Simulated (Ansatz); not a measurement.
**HS₂−: an energy map over bond length S1–S2 and bond length S2–H3**

How does the energy of HS₂, SMILES [S-]S, charge −1 change over two coordinates at once? A grid of runs gives the map.

Method: RKS wB97X-V/def2-TZVPD; program: Ansatz 0.2.0.

### Step 1. Where the work starts

3 atoms, charge -1, spin multiplicity 1.

Atoms are counted from 1 here; the program's logs count them from 0.

Bond lengths: S1–S2 2.126 Å, S2–H3 1.376 Å. Angles: S1–S2–H3 102.1°.

Coordinates:

```xyz
3
charge -1, multiplicity 1
S     1.1225    0.8533    0.7106
S    -0.0166   -0.7535   -0.0905
H    -1.1059   -0.0998   -0.6201
```

### Step 3. Setting up the map

First coordinate, bond length S1–S2: 11 values from 1.826 to 2.594 Å. Second coordinate, bond length S2–H3: 11 values from 1.185 to 1.683 Å.

Nothing else is relaxed (all other coordinates rigid). Energies count from the relaxed molecule at the same level. Points are written as (first, second).

(The set-up runs are not shown.)

### Step 4. Point (2.441 Å, 1.533 Å)

File input.yaml:

```yaml
crystal:
  periodic: [false, false, false]
  atoms:
    - { symbol: S, position_ang: [1.093802, 0.833317, 0.692634] }
    - { symbol: S, position_ang: [-0.21024, -1.014687, -0.225428] }
    - { symbol: H, position_ang: [-1.422053, -0.283187, -0.814076] }
total_charge: -1
basis:
  gaussian: { orbitals: def2-TZVPD }
hamiltonian:
  xc: { name: wB97X-V }
output:
  forces: true
```

The run is started by

```
ansatz run input.yaml --threads 1 --pin off --max-ram 2560MiB --backend cpu --events-out ev --progress --plain --runs-dir out
```

The session goes on with these runs: the other points that were computed.

Before running it: what results should come out? Wanted: lowest point; highest computed point; largest force on an atom.

The runs gave:

| quantity | value |
| --- | --- |
| lowest point | (2.057 Å, 1.334 Å), 0.11 kcal/mol |
| highest computed point | (2.594 Å, 1.683 Å), 45.3 kcal/mol above the lowest |
| largest force on an atom (eV/Å) | 0.4 at (2.057 Å, 1.334 Å) to 8.4 at (1.826 Å, 1.185 Å); 0.4 at the lowest point |
| time for the whole task | 11 min on 1 thread, shared host |

**Reading.** The lowest computed point is at (2.057 Å, 1.334 Å), 0.11 kcal/mol from the relaxed molecule at the same level. The grid shows no other well, apart from its symmetry copies. The highest computed point, (2.594 Å, 1.683 Å), lies 45.3 kcal/mol above the lowest. Round the minimum the two coordinates are nearly uncoupled.
